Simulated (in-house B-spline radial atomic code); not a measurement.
**RPA and G0W0 on HSE06: He**

Configuration 1s2, mean-field start HSE06. Computed with a B-spline radial code for spherical atoms: all electrons, scalar-relativistic (spin-free one-electron X2C), finite nucleus, each spin shell either full or empty, empty states to l = 9 with an (l + 1/2)⁻⁴ tail; G0W0 by contour deformation at full frequency.

Command:
```bash
python run_gw.py task.json out
```
Settings (radii: box in bohr, nucleus in fm):
```
Z                        2
electrons                2
configuration            1s2
hamiltonian              x2c
method                   hse06
lmax                     9
rms_radius               1.6755
spin_polarised           False
box_radius               40
intervals                76
ion_configuration        1s1
```

Run time, properties included: 1.3 s on 1 thread of Arm Neoverse V2 (shared host).

Energies (hartree):

```json
{"term": "mean-field total", "value": "-2.89660"}
{"term": "Hartree-Fock functional on these orbitals", "value": "-2.86109"}
{"term": "direct second order", "value": "-0.091872"}
{"term": "second-order exchange", "value": "0.045936"}
{"term": "SOSEX correction", "value": "0.039928"}
```

(1) What is the RPA correlation energy, and what remains with SOSEX?

Quasi-particle levels (eV):

```
level  occupied  mean field  Σx - vxc  Σc  QP weight  G0W0
   1s       yes     -17.817     -7.26   ?          ?     ?
```

G0W0 = mean field + (Σx - vxc) + Σc, with Σc (partial-wave tail included) taken at the quasi-particle energy.

(2) Where does G0W0 put 1s?

(3) What does it cost to remove one electron (to 1s1) by differences of total energies, each species on its own start (correlation terms add to the Hartree-Fock functional)?

Results:

(1) RPA gives -0.079855 hartree (-1.09 eV per electron); RPA + SOSEX gives -0.039927, and the second-order doubles -0.045936 hartree (no singles). SOSEX takes back 50 % of the RPA value, the self-correlation of each of the two electrons.

(2) At -23.963 eV, with Σc = 1.11 eV and a quasi-particle weight of 0.889. The tabulated removal energy is 24.587 eV (NIST, measured).

(3) HSE06 24.466 eV, Hartree-Fock functional 23.439 eV, + RPA 25.039 eV, + RPA + SOSEX 24.525 eV, + second order 24.689 eV. Tabulated: 24.587 eV (NIST, measured).
